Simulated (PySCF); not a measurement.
# SiClF (triplet): a look at the electrons

Aim: take SiClF (triplet) and see where an electron leaves and enters, analyse its density (charges, bond critical points, surface potential) and measure its response to a uniform field.

Method: levels as typed in each script, gas phase, geometry from GFN2-xTB; program: PySCF 2.14.0.

### 1 Starting geometry

SMILES `F[Si]Cl`, 3 atoms, charge 0, spin multiplicity 3.

Bond lengths: F1–Si2 1.646 Å, Si2–Cl3 2.044 Å. Angles: F1–Si2–Cl3 112.5°.

Coordinates:

```
F     1.7045   -0.5716    0.0000
Si    0.5414    0.5937    0.0000
Cl   -1.3482   -0.1863    0.0000
```

### 2 Removing and adding an electron (CAM-B3LYP/def2-svpd)

input.py

```python
import numpy as np
from pyscf import gto, scf, dft
from pyscf.scf import atom_ks, atom_hf
from scipy.linalg import block_diag

def solve(mol, dm0=None, hcore=None):
    mf = (dft.UKS if mol.spin else dft.RKS)(mol, xc='camb3lyp')
    mf.grids.level = 3
    mf = mf.density_fit(auxbasis='def2-universal-jkfit')
    mf.conv_tol, mf.max_cycle = 1e-8, 80
    if hcore is not None:
        mf.get_hcore = lambda *args: hcore
    mf.kernel(dm0)
    if not mf.converged:
        mf = mf.newton().run(mf.mo_coeff, mf.mo_occ, max_cycle=30)
    assert mf.converged, 'SCF not converged'
    return mf

mol = gto.M(atom='''
F      1.70451    -0.57162     0.00000
Si     0.54140     0.59365     0.00000
Cl    -1.34825    -0.18627     0.00000
''', basis='def2-svpd', charge=0, spin=2, verbose=4)
mf = solve(mol)
out = dict(e0=mf.e_tot, dm0=mf.make_rdm1(), c=mf.mo_coeff, occ=mf.mo_occ, eps=mf.mo_energy)
for name, dq, spin in [('cation', 1, 1), ('anion', -1, 1)]:
    ion = mol.copy().set(charge=mol.charge + dq, spin=spin).build()
    mi = solve(ion)
    if spin and dq > 0 and mol.nao < 130:
        c, _, stable, _ = mi.stability(return_status=True)
        if not stable:
            mi = solve(ion, mi.make_rdm1(c, mi.mo_occ))
    print(name, 'vertical energy change / eV', (mi.e_tot - mf.e_tot) * 27.211386)
    out.update({'e_' + name: mi.e_tot, 'dm_' + name: mi.make_rdm1(), 's2_' + name: mi.spin_square()[0], 'eps_' + name: mi.mo_energy, 'occ_' + name: mi.mo_occ})
# spherically averaged free atoms, for the promolecule
atm = atom_ks.get_atm_nrks(mol, xc='camb3lyp')
pro = block_diag(*[(atm[a[0]][2] * atm[a[0]][3]) @ atm[a[0]][2].T for a in mol._atom])
np.savez('result.npz', pro=pro, **out)
```

Started as:

```
$ OMP_NUM_THREADS=1 python input.py
```

### 3 Density, bond paths and surface potential (B3LYP/cc-pvtz)

input.py

```python
import numpy as np
from pyscf import gto, scf, dft
from pyscf.scf import atom_ks, atom_hf
from scipy.linalg import block_diag

def solve(mol, dm0=None, hcore=None):
    mf = (dft.UKS if mol.spin else dft.RKS)(mol, xc='b3lyp')
    mf.grids.level = 3
    mf = mf.density_fit(auxbasis='def2-universal-jkfit')
    mf.conv_tol, mf.max_cycle = 1e-8, 80
    if hcore is not None:
        mf.get_hcore = lambda *args: hcore
    mf.kernel(dm0)
    if not mf.converged:
        mf = mf.newton().run(mf.mo_coeff, mf.mo_occ, max_cycle=30)
    assert mf.converged, 'SCF not converged'
    return mf

mol = gto.M(atom='''
F      1.70451    -0.57162     0.00000
Si     0.54140     0.59365     0.00000
Cl    -1.34825    -0.18627     0.00000
''', basis='cc-pvtz', charge=0, spin=2, verbose=4)
mf = solve(mol)
mf.analyze()
# spherically averaged free atoms, for the promolecule
atm = atom_ks.get_atm_nrks(mol, xc='b3lyp')
pro = block_diag(*[(atm[a[0]][2] * atm[a[0]][3]) @ atm[a[0]][2].T for a in mol._atom])
np.savez('result.npz', e=mf.e_tot, c=mf.mo_coeff, occ=mf.mo_occ, eps=mf.mo_energy, pro=pro, dip=mf.dip_moment(verbose=0), s2=mf.spin_square()[0])
```

### 5 Response to an electric field (BLYP/def2-svp)

input.py

```python
import numpy as np
from pyscf import gto, scf, dft
from pyscf.scf import atom_ks, atom_hf
from scipy.linalg import block_diag

def solve(mol, dm0=None, hcore=None):
    mf = (dft.UKS if mol.spin else dft.RKS)(mol, xc='blyp')
    mf.grids.level = 3
    mf = mf.density_fit(auxbasis='def2-universal-jkfit')
    mf.conv_tol, mf.max_cycle = 1e-8, 80
    if hcore is not None:
        mf.get_hcore = lambda *args: hcore
    mf.kernel(dm0)
    if not mf.converged:
        mf = mf.newton().run(mf.mo_coeff, mf.mo_occ, max_cycle=30)
    assert mf.converged, 'SCF not converged'
    return mf

mol = gto.M(atom='''
F      1.70451    -0.57162     0.00000
Si     0.54140     0.59365     0.00000
Cl    -1.34825    -0.18627     0.00000
''', basis='def2-svp', charge=0, spin=2, verbose=4)
field = np.array([0.005, 0.0, 0.0])  # atomic units
mol.set_common_orig(mol.atom_charges() @ mol.atom_coords() / mol.atom_charges().sum())
mf = solve(mol)
out = dict(dm0=mf.make_rdm1(), d0=mf.dip_moment(unit='AU'), e0=mf.e_tot)
for name, sign in (('p', 1), ('m', -1)):
    h = mf.get_hcore() + sign * np.einsum('x,xij->ij', field, mol.intor('int1e_r'))
    mi = solve(mol, mf.make_rdm1(), h)
    out.update({'dm' + name: mi.make_rdm1(), 'd' + name: mi.dip_moment(unit='AU'), 'e' + name: mi.e_tot})
# spherically averaged free atoms, for the promolecule
atm = atom_ks.get_atm_nrks(mol, xc='blyp')
pro = block_diag(*[(atm[a[0]][2] * atm[a[0]][3]) @ atm[a[0]][2].T for a in mol._atom])
np.savez('result.npz', pro=pro, **out)
```

(Steps that only read results are left out.)

What does the calculation give? Wanted: dipole moment; HOMO, LUMO; polarisability along the field.

The runs gave:

| quantity | value |
| --- | --- |
| dipole moment (B3LYP/cc-pvtz) | 1.27 D |
| HOMO, LUMO (B3LYP/cc-pvtz) | -4.96, -5.27 eV |
| polarisability along the field (BLYP/def2-svp) | 40.6 bohr³ |

What this shows: At B3LYP/cc-pvtz: The highest Hirshfeld charge is on Si2 (+0.27 e), the lowest on F1 (−0.20 e). The geometry was not optimised at these levels.
